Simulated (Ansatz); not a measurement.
Input for Ansatz (development build ahead of 0.2.0):

```yaml
crystal:
  periodic: [false, false, false]
  atoms:
    - { symbol: Si, position_ang: [0.0, 0.0, -0.78417] }
    - { symbol: F, position_ang: [0.0, 0.0, 0.78417] }
basis:
  gaussian: { orbitals: def2-SVP }
total_charge: 1
hamiltonian:
  xc: hf
correlation:
  method: ccsd_t
  frozen_orbitals: { F: 1, Si: 5 }
scf:
  omitted_lower_state_checks: [stability, starts, atomic_configurations, cluster_reference, orbital_swaps, given_window_search, neighbouring_geometries, increment]
```

The input is written out in the form of the current development build from the run's settings.

The run gave:

- Converged: yes
- Reference energy: -387.92143 hartree
- Correlation energy: -0.26707 hartree
- Total energy: -388.18850 hartree
